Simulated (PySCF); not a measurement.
# Relaxation of doublet [S4]+

Level of theory: UPBE0/[S def2-TZVP], no relativity, density fitting, PySCF. A (50,194) grid was used.

A hand-made rhombus start, of D2h symmetry, held to at least that symmetry:

Coordinates in bohr (charge 1 multiplicity 2):
```
S     0.0000    1.9464    0.0000
S     0.0000   -1.9464    0.0000
S     3.3713    0.0000    0.0000
S    -3.3713    0.0000    0.0000
```

At each step, columns x, y, z (Å) and Fx, Fy, Fz (eV/Å):

```
step 0  E − E(last) = 270.78 kJ/mol
S    0.000   1.030   0.000   0.000   6.125   0.000
S    0.000  -1.030   0.000   0.000  -6.125   0.000
S    1.784   0.000   0.000  -0.302   0.000   0.000
S   -1.784   0.000   0.000   0.302   0.000   0.000
step 1  E − E(last) = 163.36 kJ/mol
S    0.000   1.147   0.000   0.000   3.129   0.000
S    0.000  -1.147   0.000   0.000  -3.129   0.000
S    1.740   0.000   0.000  -1.527   0.000   0.000
S   -1.740   0.000   0.000   1.527   0.000   0.000
step 2  E − E(last) = 50.67 kJ/mol
S    0.000   1.304   0.000   0.000   1.537   0.000
S    0.000  -1.304   0.000   0.000  -1.537   0.000
S    1.612   0.000   0.000  -1.649   0.000   0.000
S   -1.612   0.000   0.000   1.649   0.000   0.000
step 3  E − E(last) = 1.19 kJ/mol
S    0.000   1.478   0.000   0.000  -0.482   0.000
S    0.000  -1.478   0.000   0.000   0.482   0.000
S    1.440   0.000   0.000  -0.036   0.000   0.000
S   -1.440   0.000   0.000   0.036   0.000   0.000
step 4  E − E(last) = 0.09 kJ/mol
S    0.000   1.454   0.000   0.000  -0.106   0.000
S    0.000  -1.454   0.000   0.000   0.106   0.000
S    1.457   0.000   0.000  -0.146   0.000   0.000
S   -1.457   0.000   0.000   0.146   0.000   0.000
step 5  E − E(last) = 0.01 kJ/mol
S    0.000   1.453   0.000   0.000  -0.037   0.000
S    0.000  -1.453   0.000   0.000   0.037   0.000
S    1.454   0.000   0.000  -0.054   0.000   0.000
S   -1.454   0.000   0.000   0.055   0.000   0.000
step 6  E − E(last) = 0.00 kJ/mol
S    0.000   1.452   0.000   0.001   0.001   0.000
S    0.000  -1.452   0.000   0.001  -0.001   0.000
S    1.452   0.000   0.000   0.000   0.000   0.000
S   -1.452   0.000   0.000  -0.001   0.000   0.000
```

It ends at D4h with S–S 2.053 Å (×4); S–S–S 90.0° (×4). A frequency run shows a minimum. Other isomers or separated fragments may lie lower.
